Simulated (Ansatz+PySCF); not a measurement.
**singlet H4O2: levels of theory in one basis**

```xyz
6

O    -1.5726   -0.1696    0.0000
H    -2.0575    0.7491    0.0000
H    -0.5573    0.0949    0.0000
O     1.4834    0.1748    0.0000
H     1.6641   -0.4427   -0.8191
H     1.6641   -0.4427    0.8191
```

Basis set: def2-SVP (spherical functions). Correlated methods keep 2 orbitals frozen. Charge 0, multiplicity 1.

Computed with Ansatz (development build ahead of 0.2.0); each method stands on the lowest determinant of its kind that the runs found.

```json
{"method": "RHF", "E − E(RHF) (eV)": "0.00", "<S²> of the determinant": "0.00"}
{"method": "RHF-CCSD", "E − E(RHF) (eV)": "-11.85", "<S²> of the determinant": "–"}
{"method": "RHF-CCSD(T)", "E − E(RHF) (eV)": "-12.04", "<S²> of the determinant": "–"}
```

Q: What does RHF-MP2 give on the same scale?

A: -11.35 eV.

Q: Is a single determinant a sound starting point here?

A: By this sign, yes. Unrestricted orbitals gain 0.00 eV and <S²> is 0.00 against 0.00 for a pure state.
